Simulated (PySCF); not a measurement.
Gas-phase reaction: H₂CSiH₂ + 4 CH₂ → (CH₃)₃SiH + 2 CH

Energies from PySCF (xtb for GFN2), thermal terms from the rigid-rotor harmonic-oscillator model, ideal gas at 1 bar. † marks an energy on the PBE0/def2-TZVP geometry and frequencies; other levels use their own. 6-31G* has spherical d functions here. Open shells (unrestricted): CH₂ (multiplicity 3), CH (multiplicity 2, electronic degeneracy 4); the rest are closed-shell singlets. GFN2 has no spin-polarisation term. Spin-orbit splitting is ignored; it lowers the true energy and changes the entropy of CH. B3LYP is the form with VWN-RPA correlation. H₂CSiH₂: computed as isolated molecules; such fragments, hydroxides, amides, oligomers or adducts are transient or little studied in the gas. The harmonic model lacks anharmonicity and excited electronic states, which grow with temperature; levels with a mode under 35 cm⁻¹ are left out. Internal rotation in (CH₃)₃SiH is treated as a harmonic vibration of one conformer, which makes the entropy rough. Warning, spin contamination: CH (B3LYP/def2-TZVP†, M06-2X/def2-TZVP†, PBE0/def2-SVP†, r2SCAN/def2-TZVP†, ωB97X-V/def2-TZVP†).

| level | ΔE electronic, kJ | ΔH°(298 K), kJ | ΔS°(298 K), J/K | ΔG°(1400 K), kJ |
|---|---|---|---|---|
| B3LYP/6-31G* | -737 | -691 | -329 | -231 |
| B3LYP/def2-TZVP† | -722 | -676 | -329 | -218 |
| GFN2-xTB | -1062 | -1008 | -323 | -551 |
| M06-2X/def2-TZVP† | -723 | -677 | -329 | -219 |
| PBE0/def2-SVP† | -698 | -652 | -329 | -194 |
| r2SCAN/def2-TZVP† | -653 | -607 | -329 | -149 |
| ωB97X-V/def2-TZVP† | -810 | -764 | -329 | -306 |
ΔH° is lowest at GFN2-xTB and highest at r2SCAN/def2-TZVP†. No reference value is set beside these.
